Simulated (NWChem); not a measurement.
Program: NWChem. System: B, charge 0, spin multiplicity 4. Its SCF solution wasn't tested for a lower state. Level: UBP86/def2-TZVP.

Job file:

```
start mol
memory heap 200 mb stack 900 mb global 1100 mb
geometry units angstroms nocenter noautoz
  B      0.000000     0.000000     0.000000
  symmetry group D2h
end
basis spherical
  * library def2-tzvp
end
dft
  xc becke88 perdew86
  odft
  mult 4
  semidirect memsize 60000000 filesize 0
  iterations 100
end
task dft energy
```

Part of the output:

```
             Northwest Computational Chemistry Package (NWChem) 7.3.0
             --------------------------------------------------------

                                NWChem Input Module
                                -------------------

 Scaling coordinates for geometry "geometry" by  1.889725989
 (inverse scale =  0.529177249)

                             Geometry "geometry" -> ""
                             -------------------------

 Output coordinates in angstroms (scale by  1.889725989 to convert to a.u.)

  No.       Tag          Charge          X              Y              Z
 ---- ---------------- ---------- -------------- -------------- --------------
    1 B                    5.0000     0.00000000     0.00000000     0.00000000

 Effective nuclear repulsion energy (a.u.)       0.0000000000

            Nuclear Dipole moment (a.u.)
            ----------------------------
        X                 Y               Z
 ---------------- ---------------- ----------------
     0.0000000000     0.0000000000     0.0000000000

      Symmetry information
      --------------------

 Group name             D2h
 Group number             26
 Group order               8
 No. of unique centers     1

      Symmetry unique atoms

     1


 Summary of "ao basis" -> "" (spherical)
 ------------------------------------------------------------------------------
       Tag                 Description            Shells   Functions and Types
 ---------------- ------------------------------  ------  ---------------------
 *                         def2-tzvp                  on all atoms

  perdew86 is a nonlocal functional; adding perdew81 local functional.

                                 NWChem DFT Module
                                 -----------------

 Summary of "ao basis" -> "ao basis" (spherical)
 ------------------------------------------------------------------------------
       Tag                 Description            Shells   Functions and Types
 ---------------- ------------------------------  ------  ---------------------
 B                         def2-tzvp                11       31   5s3p2d1f

 Summary of "ao basis" -> "ao basis" (spherical)
 ------------------------------------------------------------------------------
       Tag                 Description            Shells   Functions and Types
 ---------------- ------------------------------  ------  ---------------------
 B                         def2-tzvp                11       31   5s3p2d1f

      Symmetry analysis of basis
      --------------------------

        ag          9
        au          1
        b1g         2
        b1u         5
        b2g         2
        b2u         5
        b3g         2
        b3u         5

            General Information
            -------------------
          SCF calculation type: DFT
          Wavefunction type:  spin polarized.
          No. of atoms     :     1
          No. of electrons :     5
           Alpha electrons :     4
            Beta electrons :     1
          Charge           :     0
          Spin multiplicity:     4
          Use of symmetry is: on ; symmetry adaption is: on
          Maximum number of iterations: 100
          AO basis - number of functions:    31
                     number of shells:    11
          Convergence on energy requested:  1.00D-06
          Convergence on density requested:  1.00D-05
          Convergence on gradient requested:  5.00D-04

              XC Information
              --------------
                    Becke 1988 Exchange Functional  1.000
                Perdew 1981 Correlation Functional  1.000 local
                Perdew 1986 Correlation Functional  1.000 non-local

             Grid Information
             ----------------
          Grid used for XC integration:  medium
          Radial quadrature: Mura-Knowles
          Angular quadrature: Lebedev.
          Tag              B.-S. Rad. Rad. Pts. Rad. Cut. Ang. Pts.
          ---              ---------- --------- --------- ---------
          B                   0.85       49           6.0       434
          Grid pruning is: on
          Number of quadrature shells:    49
          Spatial weights used:  Erf1

          Convergence Information
          -----------------------
          Convergence aids based upon iterative change in
          total energy or number of iterations.
          Levelshifting, if invoked, occurs when the
          HOMO/LUMO gap drops below (HL_TOL):  1.00D-02
          DIIS, if invoked, will attempt to extrapolate
          using up to (NFOCK): 10 stored Fock matrices.

                    Damping( 0%)  Levelshifting(0.5)       DIIS
                  --------------- ------------------- ---------------
          dE  on:    start            ASAP                start
          dE off:    2 iters        100 iters           100 iters

      Screening Tolerance Information
      -------------------------------
          Density screening/tol_rho:  1.00D-10
          AO Gaussian exp screening on grid/accAOfunc:  14
          CD Gaussian exp screening on grid/accCDfunc:  20
          XC Gaussian exp screening on grid/accXCfunc:  20
          Schwarz screening/accCoul:  1.00D-08

      Superposition of Atomic Density Guess
      -------------------------------------

 Sum of atomic energies:         -24.53471284

      Non-variational initial energy
      ------------------------------

 Total energy =     -24.358731
 1-e energy   =     -32.378409
 2-e energy   =       8.019678
 HOMO         =       0.004877
 LUMO         =       0.004877
[...]
 !!!!!!!!!!!!!!!!!!!!!!!!!!!!!!!!!!!!!!!!!!!!!!!!!!!!!!!!!!!!!!!!!!!!!!
 Warning - the HOMO and LUMO are degenerate and you are using symmetry.
 This can lead to non-variational energies and poor convergence.
 Modify the initial guess, or use an open-shell wavefunction, or turn
 off symmetry.
 !!!!!!!!!!!!!!!!!!!!!!!!!!!!!!!!!!!!!!!!!!!!!!!!!!!!!!!!!!!!!!!!!!!!!!

   Symmetry analysis of molecular orbitals - initial alpha
   -------------------------------------------------------

 !! scf_movecs_sym_adapt:   26 vectors were symmetry contaminated

  Symmetry fudging

 !! scf_movecs_sym_adapt:   26 vectors were symmetry contaminated

  Numbering of irreducible representations:

     1 ag          2 au          3 b1g         4 b1u         5 b2g
     6 b2u         7 b3g         8 b3u

  Orbital symmetries:

     1 ag          2 ag          3 b2u         4 b1u         5 b3u
     6 ag          7 b1u         8 b3u         9 b2u        10 b1g
    11 b3g        12 ag         13 b2g        14 ag

   Symmetry analysis of molecular orbitals - initial beta
   ------------------------------------------------------

 !! scf_movecs_sym_adapt:   26 vectors were symmetry contaminated

  Symmetry fudging

 !! scf_movecs_sym_adapt:   26 vectors were symmetry contaminated

  Numbering of irreducible representations:

     1 ag          2 au          3 b1g         4 b1u         5 b2g
     6 b2u         7 b3g         8 b3u

  Orbital symmetries:

     1 ag          2 ag          3 b2u         4 b1u         5 b3u
     6 ag          7 b1u         8 b3u         9 b2u        10 b1g
    11 b3g        12 ag         13 b2g        14 ag

------------------------------------------------------------
EAF file 0: "./mol.aoints.0" size=524288 bytes
------------------------------------------------------------
               write      read    awrite     aread      wait
               -----      ----    ------     -----      ----
     calls:        1         0         0         0         0
   data(b): 5.24e+05  0.00e+00  0.00e+00  0.00e+00
   time(s): 0.00e+00  0.00e+00  0.00e+00  0.00e+00  0.00e+00
rate(mb/s): 0.00e+00  0.00e+00
------------------------------------------------------------

 !! scf_movecs_sym_adapt:   14 vectors were symmetry contaminated

  Symmetry fudging

 !! scf_movecs_sym_adapt:   14 vectors were symmetry contaminated

 !! scf_movecs_sym_adapt:   14 vectors were symmetry contaminated

  Symmetry fudging

 !! scf_movecs_sym_adapt:   14 vectors were symmetry contaminated

   convergence    iter        energy       DeltaE   RMS-Dens  Diis-err    time
 ---------------- ----- ----------------- --------- --------- ---------  ------
 d= 0,ls=0.0,diis     1    -24.4360536216 -2.44D+01  2.52D-02  1.09D-01     0.1
                                                     7.12D-04  5.23D-03

 !! scf_movecs_sym_adapt:    4 vectors were symmetry contaminated

  Symmetry fudging

 !! scf_movecs_sym_adapt:    2 vectors were symmetry contaminated

 !! scf_movecs_sym_adapt:    4 vectors were symmetry contaminated

  Symmetry fudging
 d= 0,ls=0.0,diis     2    -24.5005745157 -6.45D-02  8.13D-03  4.68D-02     0.1
                                                     1.83D-04  1.71D-03

 !! scf_movecs_sym_adapt:    2 vectors were symmetry contaminated

  Symmetry fudging

 !! scf_movecs_sym_adapt:    4 vectors were symmetry contaminated

  Symmetry fudging
 d= 0,ls=0.0,diis     3    -24.5252000606 -2.46D-02  8.01D-04  2.73D-04     0.1
                                                     2.19D-05  3.82D-05

 !! scf_movecs_sym_adapt:    2 vectors were symmetry contaminated

  Symmetry fudging
 d= 0,ls=0.0,diis     4    -24.5253709659 -1.71D-04  2.82D-05  8.75D-07     0.1
                                                     8.24D-07  4.80D-08

 !! scf_movecs_sym_adapt:    2 vectors were symmetry contaminated

  Symmetry fudging
 d= 0,ls=0.0,diis     5    -24.5253713171 -3.51D-07  1.52D-06  1.96D-09     0.2
                                                     5.17D-08  4.73D-10

         Total DFT energy =      -24.525371317058
      One electron energy =      -32.189154780690
           Coulomb energy =       11.612528945976
    Exchange-Corr. energy =       -3.948745482344
 Nuclear repulsion energy =        0.000000000000

 Numeric. integr. density =        4.999999834016

     Total iterative time =      0.1s

                  Occupations of the irreducible representations
                  ----------------------------------------------

                     irrep           alpha         beta
                     --------     --------     --------
                     ag                2.0          1.0
                     au                0.0          0.0
                     b1g               0.0          0.0
                     b1u               1.0          0.0
                     b2g               0.0          0.0
                     b2u               1.0          0.0
                     b3g               0.0          0.0
                     b3u               0.0          0.0

                    DFT Final Alpha Molecular Orbital Analysis
                    ------------------------------------------

 Vector    2  Occ=1.000000D+00  E=-3.949501D-01  Symmetry=ag
              MO Center=  1.8D-34, -9.2D-36, -1.9D-35, r^2= 1.2D+00
   Bfn.  Coefficient  Atom+Function         Bfn.  Coefficient  Atom+Function
  ----- ------------  ---------------      ----- ------------  ---------------
     4      0.532262  1 B  s                  3      0.469818  1 B  s
     2     -0.238920  1 B  s                  1     -0.120697  1 B  s
     5      0.117888  1 B  s

 Vector    3  Occ=1.000000D+00  E=-1.795527D-01  Symmetry=b2u
              MO Center=  9.8D-34, -1.5D-32,  1.5D-32, r^2= 1.6D+00
   Bfn.  Coefficient  Atom+Function         Bfn.  Coefficient  Atom+Function
  ----- ------------  ---------------      ----- ------------  ---------------
     7      0.483161  1 B  py                10      0.453560  1 B  py
    13      0.244550  1 B  py

 Vector    4  Occ=1.000000D+00  E=-1.795527D-01  Symmetry=b1u
              MO Center=  1.2D-33, -1.9D-33, -1.9D-33, r^2= 1.6D+00
   Bfn.  Coefficient  Atom+Function         Bfn.  Coefficient  Atom+Function
  ----- ------------  ---------------      ----- ------------  ---------------
     8      0.483161  1 B  pz                11      0.453560  1 B  pz
    14      0.244550  1 B  pz

 Vector    5  Occ=0.000000D+00  E=-1.640694D-01  Symmetry=b3u
              MO Center=  2.1D-16,  5.1D-18,  4.3D-20, r^2= 1.7D+00
   Bfn.  Coefficient  Atom+Function         Bfn.  Coefficient  Atom+Function
  ----- ------------  ---------------      ----- ------------  ---------------
     6      0.464523  1 B  px                 9      0.462398  1 B  px
    12      0.254637  1 B  px

 Vector    6  Occ=0.000000D+00  E= 5.495720D-02  Symmetry=ag
              MO Center=  9.3D-17,  1.7D-33,  1.4D-33, r^2= 6.2D+00
   Bfn.  Coefficient  Atom+Function         Bfn.  Coefficient  Atom+Function
  ----- ------------  ---------------      ----- ------------  ---------------
     5      2.044914  1 B  s                  4     -1.684692  1 B  s
     2      0.110536  1 B  s                  3     -0.069486  1 B  s
     1      0.059459  1 B  s

 Vector    7  Occ=0.000000D+00  E= 1.092139D-01  Symmetry=b2u
              MO Center=  1.6D-33,  1.4D-32,  5.0D-33, r^2= 6.3D+00
   Bfn.  Coefficient  Atom+Function         Bfn.  Coefficient  Atom+Function
  ----- ------------  ---------------      ----- ------------  ---------------
    13      1.289689  1 B  py                10     -0.691049  1 B  py
     7     -0.310048  1 B  py

                     DFT Final Beta Molecular Orbital Analysis
                     -----------------------------------------

 Vector    1  Occ=1.000000D+00  E=-6.613239D+00  Symmetry=ag
              MO Center= -7.2D-38,  2.6D-38,  2.9D-38, r^2= 4.1D-02
   Bfn.  Coefficient  Atom+Function         Bfn.  Coefficient  Atom+Function
  ----- ------------  ---------------      ----- ------------  ---------------
     2      0.581132  1 B  s                  1      0.496928  1 B  s
     3      0.030833  1 B  s

 Vector    2  Occ=0.000000D+00  E=-2.191758D-01  Symmetry=ag
              MO Center= -3.3D-34,  8.0D-35,  5.6D-35, r^2= 1.6D+00
   Bfn.  Coefficient  Atom+Function         Bfn.  Coefficient  Atom+Function
  ----- ------------  ---------------      ----- ------------  ---------------
     4      0.415250  1 B  s                  3      0.394215  1 B  s
     5      0.322296  1 B  s                  2     -0.210349  1 B  s
     1     -0.112105  1 B  s

 Vector    3  Occ=0.000000D+00  E=-4.725931D-02  Symmetry=b3u
              MO Center= -2.4D-15, -1.4D-16, -1.2D-16, r^2= 2.5D+00
   Bfn.  Coefficient  Atom+Function         Bfn.  Coefficient  Atom+Function
  ----- ------------  ---------------      ----- ------------  ---------------
    12      0.485992  1 B  px                 6      0.407639  1 B  px
     9      0.319380  1 B  px

 Vector    4  Occ=0.000000D+00  E=-1.691046D-02  Symmetry=b2u
              MO Center=  3.4D-30, -3.7D-29,  2.1D-29, r^2= 2.9D+00
   Bfn.  Coefficient  Atom+Function         Bfn.  Coefficient  Atom+Function
  ----- ------------  ---------------      ----- ------------  ---------------
    13      0.591691  1 B  py                 7      0.368925  1 B  py
    10      0.251958  1 B  py

   alpha - beta orbital overlaps
   -----------------------------

   alpha      1      2      3      4      5      6      7      8      9     10
    beta      1      2      4      5      3      6      8      9      7     14
 overlap   1.000  0.992  0.960  0.960  0.984  0.992  0.959  0.959  0.983  0.999

   alpha     11     12     13     14     15     16     17     18     19     20
    beta     13     11     12     10     15     18     17     16     23     22
 overlap   0.999  0.999  0.999  0.999  0.998  0.999  0.999  1.000  1.000  1.000

   alpha     21     22     23     24     25     26     27     28     29     30
    beta     24     25     21     20     19     30     29     28     27     26
 overlap   1.000  1.000  1.000  1.000  1.000  0.999  0.999  0.999  0.999  0.999

   alpha     31
    beta     31
 overlap   1.000

     --------------------------
     Expectation value of S2:
     --------------------------
      <S2> =      3.7500 (Exact =     3.7500)

 Task  times  cpu:        0.1s     wall:        0.1s

 Total times  cpu:        0.2s     wall:        0.2s
```
